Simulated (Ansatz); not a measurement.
C3H3F3, SMILES `C=CC(F)(F)F`, 9 atoms. Charge 0, multiplicity 1. All runs use 4 threads of an Arm Neoverse V1 on a shared host. Correlated methods freeze the cores.

(1) Give the basis size and wall time and peak host memory of each of these runs in Ansatz. RKS ωB97M-V/def2-QZVPP energy; RKS ωB97M-V/def2-TZVPP energy and forces; RKS SPW92 (LDA)/def2-TZVPP energy; RKS B3LYP-D4/def2-TZVPP energy and forces; RKS ωB97M-V/def2-SVP energy; RHF-CCSD(T)/def2-TZVPP energy; RKS PBE0-D4/def2-TZVP frequencies; RKS PBE0-D4/def2-TZVP relaxation (21 steps); RHF-CCSD(T)/def2-SVP energy; direct RPA on PBE orbitals/def2-TZVPP energy; RKS PBE0-D4/def2-QZVPP energy; RKS PBE0-D4/def2-SVP energy. (Best estimate.)

Results:

(1) The calculation gave: Other jobs shared the machine, so times are rough.

```json
{"level": "RKS PBE0-D4/def2-SVP", "job": "energy", "functions": "99", "wall time": "0.85 s", "peak host memory (GiB)": "0.42"}
{"level": "RKS SPW92 (LDA)/def2-TZVPP", "job": "energy", "functions": "228", "wall time": "0.95 s", "peak host memory (GiB)": "0.25"}
{"level": "RKS B3LYP-D4/def2-TZVPP", "job": "energy and forces", "functions": "228", "wall time": "3.3 s", "peak host memory (GiB)": "0.55"}
{"level": "RKS ωB97M-V/def2-SVP", "job": "energy", "functions": "99", "wall time": "3.4 s", "peak host memory (GiB)": "0.42"}
{"level": "direct RPA on PBE orbitals/def2-TZVPP", "job": "energy", "functions": "228", "wall time": "4.2 s", "peak host memory (GiB)": "0.51"}
{"level": "RKS PBE0-D4/def2-QZVPP", "job": "energy", "functions": "432", "wall time": "5.5 s", "peak host memory (GiB)": "1.3"}
{"level": "RHF-CCSD(T)/def2-SVP", "job": "energy", "functions": "99", "wall time": "5.5 s", "peak host memory (GiB)": "0.49"}
{"level": "RKS ωB97M-V/def2-TZVPP", "job": "energy and forces", "functions": "228", "wall time": "8 s", "peak host memory (GiB)": "0.7"}
{"level": "RKS ωB97M-V/def2-QZVPP", "job": "energy", "functions": "432", "wall time": "13 s", "peak host memory (GiB)": "1.5"}
{"level": "RKS PBE0-D4/def2-TZVP", "job": "relaxation (21 steps)", "functions": "204", "wall time": "55 s", "peak host memory (GiB)": "0.47"}
{"level": "RKS PBE0-D4/def2-TZVP", "job": "frequencies", "functions": "204", "wall time": "100 s", "peak host memory (GiB)": "0.47"}
{"level": "RHF-CCSD(T)/def2-TZVPP", "job": "energy", "functions": "228", "wall time": "2.4 min", "peak host memory (GiB)": "4.5"}
```

B3LYP here is the variant with VWN-RPA as its local correlation; programs differ in this.
